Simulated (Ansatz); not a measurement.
Compare A (`NC1=NC=C1O`) with its isomer B (`Nc1ncco1`).

Gas-phase electronic energies from Ansatz, PBE0-D4/def2-TZVP geometries. CCSD(T)/CBS adds triple-zeta CCSD(T) − MP2 to the extrapolated MP2 energy (def2 sets, frozen cores). DFT in def2-TZVPP. B3LYP here is the variant with VWN-RPA as its local correlation; programs differ in this. One conformer a species, not always the lowest.

A:

```xyz
10

N     0.4579   -0.1075   -1.8100
C    -0.2034    0.1406   -0.6782
N    -1.3602    0.6597   -0.4501
C    -1.0644    0.4021    1.0389
C     0.1267   -0.1279    0.7847
O     1.2009   -0.6760    1.3740
H     0.0752    0.2083   -2.6852
H     1.4107   -0.4175   -1.7792
H    -1.7037    0.6269    1.8786
H     1.0604   -0.7086    2.3265
```

B:

```xyz
10

N     0.653    0.408    1.814
C     0.280    0.142    0.532
N     1.031    0.084   -0.518
C     0.132   -0.135   -1.549
C    -1.116   -0.203   -1.057
O    -1.032   -0.022    0.305
H     0.055    0.031    2.530
H     1.638    0.286    1.981
H     0.457   -0.231   -2.573
H    -2.098   -0.361   -1.465
```

(1) Which is lower in electronic energy at CCSD(T)/CBS, and by how much? (An estimate is asked.)

(2) Give E(B) − E(A) in kcal/mol with CCSD/def2-TZVPP, B3LYP, HF/def2-TZVPP, ωB97M-V, r2SCAN-D4, CCSD(T)/def2-TZVPP, PBE0-D4. (Best estimate.)

Largest T1 diagnostic: 0.018.

Answers

(1) The calculation gave: B, by 65.6 kcal/mol.

(2) Ansatz gave: CCSD/def2-TZVPP -67.0, B3LYP -66.9, HF/def2-TZVPP -72.1, ωB97M-V -67.7, r2SCAN-D4 -69.3, CCSD(T)/def2-TZVPP -66.1, PBE0-D4 -68.0. None reverses the order clearly.

From PBE to PBE0 (25 % exact exchange), in def2-TZVPP and without D4, E(B) − E(A) moves by −3.6 kcal/mol. In def2-TZVPP, CCSD(T) changes the Hartree–Fock value by +5.9 kcal/mol (the triples alone add +0.9 kcal/mol) and MP2 by +2.9 kcal/mol.
